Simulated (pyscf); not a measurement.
# Hydrogen abstraction: H₃C–GeH₃ + methyl (CH₃•) → H₃C–GeH₂• + methane (CH₄)

Gas phase, doublet surface, charge 0. Bonds broken: Ge2–H6. Bonds formed: H6–C9. Optimised with ωB97X-D3(BJ)/def2-SVP in PySCF.

Transition state (Å):

```xyz
12

C     -1.2093    -1.3893    -0.9307
Ge    -0.2593     0.3036    -0.6847
H     -0.9912    -1.8154    -1.9218
H     -2.2959    -1.2353    -0.8498
H     -0.9029    -2.1168    -0.1642
H     -0.5922     0.9261     0.7816
H      1.2620     0.0767    -0.8065
H     -0.6867     1.3107    -1.7725
C     -0.9661     1.5245     2.2969
H     -2.0090     1.2073     2.3984
H     -0.7948     2.5945     2.1423
H     -0.2334     0.9976     2.9164
```

One imaginary mode, 676i cm⁻¹; descent along it reached the two sides named.

| bond | change | reactant side (Å) | saddle | product side |
|---|---|---|---|---|
| Ge2–H6 | breaks | 1.538 | 1.627 | 3.4 |
| H6–C9 | forms | 3.2 | 1.672 | 1.098 |

Electronic energies relative to the separated reactants (kcal/mol):

| level | barrier | reaction energy | reverse barrier |
|---|---|---|---|
| ωB97X-D3(BJ)/def2-TZVP | 4.6 | -21.4 | 26.0 |
| PBE/def2-TZVP | 0.2 | -24.3 | 24.5 |
| r²SCAN/def2-TZVP | 3.4 | -20.7 | 24.1 |
| B3LYP-D3(BJ)/def2-TZVP | 2.7 | -22.2 | 24.9 |
| PBE0-D3(BJ)/def2-TZVP | 2.4 | -22.7 | 25.1 |
| M06-2X/def2-TZVP | 5.1 | -26.4 | 31.5 |
| ωB97M-D3(BJ)/def2-TZVP | 5.4 | -23.3 | 28.7 |
| HF/def2-TZVP | 16.7 | -15.3 | 32.1 |

With ωB97M-D3(BJ)/def2-TZVP energies and thermal terms (ideal gas, 1 atm, RRHO with modes under 100 cm⁻¹ raised to 100, one conformer, R ln 2 for rigid chiral ones), in kcal/mol:

```json
[
 {"T (K)": "298", "ΔH‡": "5.2", "ΔG‡": "13.2", "ΔH": "-19.9", "ΔG": "-20.1"},
 {"T (K)": "600", "ΔH‡": "5.6", "ΔG‡": "21.2", "ΔH": "-20.5", "ΔG": "-20.1"},
 {"T (K)": "900", "ΔH‡": "6.3", "ΔG‡": "28.8", "ΔH": "-21.1", "ΔG": "-19.7"},
 {"T (K)": "1200", "ΔH‡": "7.0", "ΔG‡": "36.2", "ΔH": "-21.5", "ΔG": "-19.2"}
]
```

One saddle was located; it need not be the lowest between these sides. The angle at the transferred H is 178°. Elements up to Kr have no core potential and no relativistic terms here.
